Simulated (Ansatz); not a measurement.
Mulliken charges of water, H$_{2}$O from PBE/def2-TZVPP in Ansatz (PBE0-D4/def2-TZVP geometry).

| atom | x (Å) | y (Å) | z (Å) | charge (e) |
| --- | --- | --- | --- | --- |
| O1 | -0.303 | 0.200 | -0.141 | -0.396 |
| H2 | 0.467 | 0.548 | 0.315 | 0.198 |
| H3 | -0.164 | -0.749 | -0.175 | 0.198 |

Q: By hand: the dipole of these point charges (1 e Å = 4.8032 D).

A: Σ q r = (0.180, -0.119, 0.084) e Å, of length 0.232 e Å = 1.11 D.

Q: How does the dipole of the full density compare? (An estimate is asked.)

A: Computed: (0.306, -0.203, 0.142) e Å, 1.89 D; the point charges give 0.59 times that, at 0° from its direction.

Point charges leave out the atoms' own dipoles, such as those of lone pairs, and Mulliken's split depends on the basis, so the two needn't agree.
